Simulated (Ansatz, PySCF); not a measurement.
Gas-phase reaction in SMILES: S (H2S) + H+ -> [SH3+]
Each molecule is optimised on its own at B3LYP-D3(BJ)/def2-TZVP (Ansatz, an electronic-structure program).

Quantity: proton affinity (electronic energy difference), positive where the reaction releases energy, in eV. Cores are frozen in the correlated levels unless marked. No spin-orbit coupling. Non-relativistic. Basis-set limits of correlation are two-point, X^-3; Hartree-Fock from the larger set.

CCSD(T)/CBS(cc-pV(T+d)Z,cc-pV(Q+d)Z) (Ansatz) gives 7.55 eV.

### Question
Another calculation gave 7.61 eV. Which level was it?
A. wB97X-V/def2-TZVPD (Ansatz)
B. SVWN5/def2-TZVPD (Ansatz)
C. M06-2X/def2-TZVPD (PySCF)

### Answer
A, wB97X-V/def2-TZVPD (Ansatz). The others give 7.33 (SVWN5), 7.48 (M06-2X) eV.
